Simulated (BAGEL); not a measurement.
# Cl2 (chlorine): levels of theory compared

Aim: a comparison of 3 runs (HF/STO-3G, HF/6-31G*, HF/aug-cc-pVTZ) of Cl2 (chlorine). 

The results are computed with BAGEL 1.2.2.

8 further runs of the same task are left out: 8 set aside as unsound or not needed.

### Step 1. Starting point

Cl2: 2 atoms, total charge 0, spin state singlet. As SMILES, `ClCl`. The Cl1–Cl2 distance was set to 2.280 Å, away from the relaxed value.

Bond lengths: Cl1–Cl2 2.280 Å.

### Step 2. A single-point energy at HF/STO-3G (density fitting with cc-pvqz-jkfit) (run 1)

calc.json

```json
{ "bagel" : [

{
  "title" : "molecule",
  "basis" : "sto-3g",
  "df_basis" : "cc-pvqz-jkfit",
  "angstrom" : "true",
  "geometry" : [
    { "atom" : "Cl", "xyz" : [       1.099410,      -0.366084,       0.563687 ] },
    { "atom" : "Cl", "xyz" : [      -0.845690,       0.281600,      -0.433600 ] }
  ]
},

{
  "title" : "hf",
  "charge" : 0
},

{
  "title" : "print",
  "file" : "orbitals.molden",
  "orbitals" : "true"
}

]}
```

On the command line:

```
BAGEL_NUM_THREADS=1 BAGEL calc.json > calc.out
```

What it wrote:

```text
* using 1 threads per process

  ===============================================================
  ===============================================================

  *** Geometry ***

  { "atom" : "Cl", "xyz" : [      2.077584,     -0.691798,      1.065214 ] },
  { "atom" : "Cl", "xyz" : [     -1.598122,      0.532147,     -0.819385 ] },

  Number of auxiliary basis functions:      296

  Since a DF basis is specified, we compute 2- and 3-index integrals:
    o Being stored without compression. Storage requirement is 0.001 GB

  Number of basis functions:       18
  Number of electrons      :       34

    * METHOD: MOLECULE                             0.04

  *** RHF ***

  === Nuclear Repulsion ===
    67.0814045160

      * DIIS with orbital gradients will be used.

  === RHF iteration (sto-3g) ===
      0       -909.09309419          0.00419622           0.01
      1       -909.09524200          0.00069229           0.00
      2       -909.09532560          0.00003982           0.00
      3       -909.09532587          0.00000012           0.01
      4       -909.09532587          0.00000000           0.01
    * SCF iteration converged.

    * Permanent dipole moment:
           (   -0.000000,     0.000000,    -0.000000) a.u.

    * METHOD: HF                                   0.05

    * METHOD: PRINT                                0.00

  ===============================================================
```

It took 0.37 s on 1 thread of Arm Neoverse V2, shared host.

### Step 3. A single-point energy at HF/6-31G(d) (density fitting with cc-pvqz-jkfit, spherical functions) (run 2)

hf.json

```json
{ "bagel" : [

{
  "title" : "molecule",
  "basis" : "6-31gs.json",
  "df_basis" : "cc-pvqz-jkfit",
  "angstrom" : true,
  "geometry" : [
    { "atom" : "Cl", "xyz" : [    1.099410,   -0.366084,    0.563687 ] },
    { "atom" : "Cl", "xyz" : [   -0.845690,    0.281600,   -0.433600 ] }
  ]
},
{
  "title" : "hf"
},
{
  "title" : "print",
  "file" : "orbitals.molden",
  "orbitals" : true
}

]}
```

The basis set 6-31G* is read from a file made from the Basis Set Exchange's data (not shown).

On the command line:

```
BAGEL_NUM_THREADS=1 BAGEL hf.json > hf.out
```

What it wrote:

```text
* using 1 threads per process

  ===============================================================
  ===============================================================

  *** Geometry ***

  { "atom" : "Cl", "xyz" : [      2.077584,     -0.691798,      1.065214 ] },
  { "atom" : "Cl", "xyz" : [     -1.598122,      0.532147,     -0.819385 ] },

  Number of auxiliary basis functions:      296

  Since a DF basis is specified, we compute 2- and 3-index integrals:
    o Being stored without compression. Storage requirement is 0.003 GB

  Number of basis functions:       36
  Number of electrons      :       34

    * METHOD: MOLECULE                             0.05

  *** RHF ***

  === Nuclear Repulsion ===
    67.0814045160

      * DIIS with orbital gradients will be used.

  === RHF iteration (6-31gs.json) ===
      0       -918.88074936          0.00651177           0.01
      1       -918.88683497          0.00168979           0.01
      2       -918.88724192          0.00041077           0.01
      3       -918.88727827          0.00002540           0.01
      4       -918.88727842          0.00000445           0.01
      5       -918.88727842          0.00000049           0.01
      6       -918.88727842          0.00000010           0.01
      7       -918.88727842          0.00000001           0.01
      8       -918.88727842          0.00000000           0.02
    * SCF iteration converged.

    * Permanent dipole moment:
           (   -0.000000,     0.000000,    -0.000000) a.u.

    * METHOD: HF                                   0.15

    * METHOD: PRINT                                0.00

  ===============================================================
```

It took 0.49 s on 1 thread of Arm Neoverse V2, shared host.

### Step 4. The energy at HF/aug-cc-pVTZ (density fitting with cc-pvqz-jkfit) (run 3)

input.json

```json
{ "bagel": [

{
  "title": "molecule",
  "basis": "aug-cc-pvtz.json",
  "df_basis": "cc-pvqz-jkfit",
  "angstrom": "true",
  "geometry": [
    { "atom": "Cl", "xyz": [    1.099410,   -0.366084,    0.563687 ] },
    { "atom": "Cl", "xyz": [   -0.845690,    0.281600,   -0.433600 ] }
  ]
},
{
  "title": "hf"
},
{
  "title": "print",
  "file": "orbitals.molden",
  "orbitals": "true"
}

]}
```

The basis set aug-cc-pVTZ is read from a file made from the Basis Set Exchange's data (not shown).

On the command line:

```
BAGEL_NUM_THREADS=1 BAGEL input.json > input.out
```

What it wrote:

```text
* using 1 threads per process

  ===============================================================
  ===============================================================

  *** Geometry ***

  { "atom" : "Cl", "xyz" : [      2.077584,     -0.691798,      1.065214 ] },
  { "atom" : "Cl", "xyz" : [     -1.598122,      0.532147,     -0.819385 ] },

  Number of auxiliary basis functions:      296

  Since a DF basis is specified, we compute 2- and 3-index integrals:
    o Being stored without compression. Storage requirement is 0.024 GB

  Number of basis functions:      100
  Number of electrons      :       34

    * METHOD: MOLECULE                             0.09

  *** RHF ***

  === Nuclear Repulsion ===
    67.0814045160

      * DIIS with orbital gradients will be used.

  === RHF iteration (aug-cc-pvtz.json) ===
      0       -918.96121334          0.00476032           0.04
      1       -918.97315852          0.00137002           0.04
      2       -918.97422780          0.00055021           0.04
      3       -918.97437074          0.00008107           0.04
      4       -918.97437446          0.00001618           0.04
      5       -918.97437465          0.00000321           0.04
      6       -918.97437466          0.00000042           0.04
      7       -918.97437466          0.00000009           0.04
      8       -918.97437466          0.00000002           0.03
      9       -918.97437466          0.00000000           0.04
    * SCF iteration converged.

    * Permanent dipole moment:
           (   -0.000000,     0.000000,    -0.000000) a.u.

    * METHOD: HF                                   0.48

    * METHOD: PRINT                                0.02

  ===============================================================
```

Run time: 0.87 s. Hardware: 1 thread of Arm Neoverse V2, shared host.

### Step 5. Overview of the runs

```tsv
run	level	energy (Eh)	dipole moment (D)	HOMO energy (eV)	LUMO energy (eV)	wall time
1	HF/STO-3G (density fitting with cc-pvqz-jkfit)	-909.095326	0.00	-11.49	0.80	0.37 s
2	HF/6-31G* (density fitting with cc-pvqz-jkfit, spherical functions)	-918.887278	0.00	-12.87	-1.53	0.49 s
3	HF/aug-cc-pVTZ (density fitting with cc-pvqz-jkfit)	-918.974375	0.00	-12.78	-1.34	0.87 s
```

### Step 6. Outcome

```
            quantity          value
 run 3: total energy  -918.97437 Eh
run 3: dipole moment         0.00 D
  run 3: HOMO energy      -12.78 eV
  run 3: LUMO energy       -1.34 eV
run 3: HOMO–LUMO gap       11.43 eV
```

In words: The HOMO–LUMO gap runs from 11.34 eV (HF/6-31G*) to 12.29 eV (HF/STO-3G). In run 1 the basis is minimal, so the values are rough. All runs together took 1.7 s, the longest 0.87 s.
